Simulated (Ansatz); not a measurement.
# Multireference treatment of CH₃P, singlet

Calculated in Ansatz's Gaussian-basis code; NEVPT3, NEVPT4(SD), MRCISD by development code. Basis aug-cc-pV(T+d)Z, nonrelativistic, 6 orbitals frozen in the corrections. State-specific CASSCF; RHF is the lowest restricted (open-shell) Hartree–Fock solution met. Solutions may break the symmetry of the shape. Lower solutions, or ones in other orbitals, may exist.

Geometry:

```xyz
5

C     0.0029    0.0126   -1.0778
P     0.0038   -0.0982    0.5937
H     0.8934    0.0702   -1.6964
H    -0.9458    0.0298   -1.6069
H    -0.0224    1.2970    0.8653
```

(1) What do CASSCF and its corrections give against RHF in CAS(4,3), and what are the occupations?

(2) How do single-reference totals in the same basis and frozen core stand against SC-NEVPT2 in CAS(4,3)?

(3) Roughly how much CPU time does a whole run from the default start take (median of such runs, summed over threads; nearly all runs on one pinned thread of a shared server, mostly Xeon at 2.3 to 2.6 GHz, by a development driver)?

Answers

(1) CASSCF -1.876 eV, SC-NEVPT2 -9.812 eV, FIC-NEVPT2 -9.819 eV, NEVPT3 -10.665 eV, NEVPT4(SD) -10.974 eV, MRCISD -9.979 eV; occupations 2.00, 1.02, 0.98. The MRCI reference weight is 0.892.

(2) CCSD(T) -1.070 eV. Coupled cluster stands on the determinant that it favours, which can lie over the RHF solution above, and is in doubt where the occupations are far from 0, 1 and 2.

(3) CAS(4,3): about 13 s. Other jobs ran beside these, and the count of passes differs.
